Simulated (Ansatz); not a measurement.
(1) Predict a relaxed structure of Li₂F⁺, charge 1, singlet, at PBE0-D4/def2-TZVP (Ansatz).

Answers

(1) 
```tsv
atom	x (Å)	y (Å)	z (Å)
Li1	-0.527	0.387	1.524
Li2	0.527	-0.387	-1.524
F3	0.000	0.000	0.000
```
Point group D∞h (tolerance 0.1 Å). This is one stationary point.

The structure comes from a short search, and lower isomers may exist.
